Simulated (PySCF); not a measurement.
C2H5NO, SMILES CC(N)=O (connectivity only; charge and spin as stated), charge +1, multiplicity 2. Atoms are numbered in the order given.

```xyz
9

C     -0.5100    -1.3059     0.0000
C      0.0828     0.0881     0.0000
N     -0.6292     1.1850     0.0000
O      1.3462     0.0814     0.0000
H     -1.1210    -1.4071     0.9127
H     -1.1210    -1.4071    -0.9127
H      0.2775    -2.0723     0.0000
H     -0.1907     2.1075     0.0000
H     -1.6473     1.1384     0.0000
```
Charge +1, spin multiplicity 2.

Geometry: B3LYP-D3(BJ)/def2-SVP. The spin state was assumed, not searched. The values are those of a single conformer.

The numbers are results of B3LYP-D3(BJ)/def2-SVP in PySCF, not measurements.

No scaling factor is applied to the harmonic values.

Q: Estimate the vibrational spectrum. (Estimate from the structure and the level; the computed values follow.)

A: 
```json
[
 {"mode": "1", "ν (cm⁻¹)": "79", "IR (km/mol)": "0.0", "moving atoms (share of kinetic energy)": "H 93 %"},
 {"mode": "2", "ν (cm⁻¹)": "374", "IR (km/mol)": "1.3", "moving atoms (share of kinetic energy)": "H 29 %, C 28 %, O 27 %, N 15 %"},
 {"mode": "3", "ν (cm⁻¹)": "471", "IR (km/mol)": "5.7", "moving atoms (share of kinetic energy)": "O 33 %, C 28 %, H 24 %, N 16 %"},
 {"mode": "4", "ν (cm⁻¹)": "537", "IR (km/mol)": "0.0", "moving atoms (share of kinetic energy)": "H 57 %, C 36 %"},
 {"mode": "5", "ν (cm⁻¹)": "603", "IR (km/mol)": "144.5", "moving atoms (share of kinetic energy)": "H 83 %, N 8 %"},
 {"mode": "6", "ν (cm⁻¹)": "690", "IR (km/mol)": "77.7", "moving atoms (share of kinetic energy)": "H 69 %, C 15 %, N 12 %"},
 {"mode": "7", "ν (cm⁻¹)": "843", "IR (km/mol)": "1.5", "moving atoms (share of kinetic energy)": "C 59 %, H 19 %, N 17 %"},
 {"mode": "8", "ν (cm⁻¹)": "975", "IR (km/mol)": "4.4", "moving atoms (share of kinetic energy)": "H 74 %, C 19 %"},
 {"mode": "9", "ν (cm⁻¹)": "991", "IR (km/mol)": "19.0", "moving atoms (share of kinetic energy)": "H 57 %, C 41 %"},
 {"mode": "10", "ν (cm⁻¹)": "1089", "IR (km/mol)": "15.8", "moving atoms (share of kinetic energy)": "H 52 %, O 26 %, N 21 %"},
 {"mode": "11", "ν (cm⁻¹)": "1275", "IR (km/mol)": "7.9", "moving atoms (share of kinetic energy)": "H 55 %, C 34 %"},
 {"mode": "12", "ν (cm⁻¹)": "1372", "IR (km/mol)": "25.1", "moving atoms (share of kinetic energy)": "H 84 %, C 13 %"},
 {"mode": "13", "ν (cm⁻¹)": "1413", "IR (km/mol)": "18.0", "moving atoms (share of kinetic energy)": "H 62 %, C 27 %"},
 {"mode": "14", "ν (cm⁻¹)": "1432", "IR (km/mol)": "23.9", "moving atoms (share of kinetic energy)": "H 97 %"},
 {"mode": "15", "ν (cm⁻¹)": "1591", "IR (km/mol)": "14.3", "moving atoms (share of kinetic energy)": "H 78 %, C 13 %"},
 {"mode": "16", "ν (cm⁻¹)": "1706", "IR (km/mol)": "273.6", "moving atoms (share of kinetic energy)": "C 58 %, N 25 %, H 11 %"},
 {"mode": "17", "ν (cm⁻¹)": "3027", "IR (km/mol)": "44.6", "moving atoms (share of kinetic energy)": "H 97 %"},
 {"mode": "18", "ν (cm⁻¹)": "3134", "IR (km/mol)": "24.2", "moving atoms (share of kinetic energy)": "H 90 %, C 10 %"},
 {"mode": "19", "ν (cm⁻¹)": "3160", "IR (km/mol)": "19.4", "moving atoms (share of kinetic energy)": "H 90 %, C 10 %"},
 {"mode": "20", "ν (cm⁻¹)": "3511", "IR (km/mol)": "211.9", "moving atoms (share of kinetic energy)": "H 96 %"},
 {"mode": "21", "ν (cm⁻¹)": "3629", "IR (km/mol)": "177.4", "moving atoms (share of kinetic energy)": "H 90 %, N 10 %"}
]
```
